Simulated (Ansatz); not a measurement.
Input file:

```yaml
crystal:
  periodic: [false, false, false]
  atoms:
    - {symbol: P, position_ang: [0.051878, 0.000000, 0.000000]}
    - {symbol: H, position_ang: [0.183713, 0.000000, -1.722178]}
    - {symbol: H, position_ang: [-0.980810, 1.225957, 0.000000]}
    - {symbol: H, position_ang: [-0.980810, -1.225957, 0.000000]}
    - {symbol: H, position_ang: [0.183713, 0.000000, 1.722178]}
basis:
  gaussian: {orbitals: 6-31G}
magnetization: {spin_polarized: false, initial_magnetization: 1}
correlation: {method: fci, electrons: outside_noble_gas}
```

```sh
$ ansatz run in.yaml --threads 1 --pin off --events-out ev --progress --plain --max-ram 2393MiB
```

The program prints:

```
448 factors; integrals over basis functions are off by at most 7.5e-8 eV
mean field evaluation 1: about -9328.7384 eV, gradient 6.6e0 eV
mean field evaluation 2: about -9328.7410 eV, gradient 6.6e0 eV
mean field evaluation 4: about -9328.9685 eV, gradient 3.0e-1 eV
mean field evaluation 8: about -9328.9691 eV, gradient 2.6e-6 eV
mean field evaluation 16: about -9328.9686 eV, gradient 9.9e-2 eV
mean field -9328.96907819 eV, -342.8332902211 hartree, gradient 1.9e-6 eV, S^2 0.750000; 2 other end points of the search recorded, 0 dependent functions left out
mean field evaluation 32: about -9329.3882 eV, gradient 2.9e-4 eV
5 core orbitals not correlated: weight in the atoms' cores, before any rotation towards them, 1.000 or more for the frozen orbitals, at most 0.000 for the correlated occupied ones
reference -9328.96907819 eV, -342.8332902211 hartree; 5, 4 occupied and 11, 12 virtual orbitals, 448 factors
state -9332.30620784 eV, -342.9559274737 hartree
Total energy: -9332.30620784 eV, -342.9559274737 hartree
```

Ran on 1 thread of Arm Neoverse V1, shared host: 15 s wall, 0.26 GiB peak host memory.
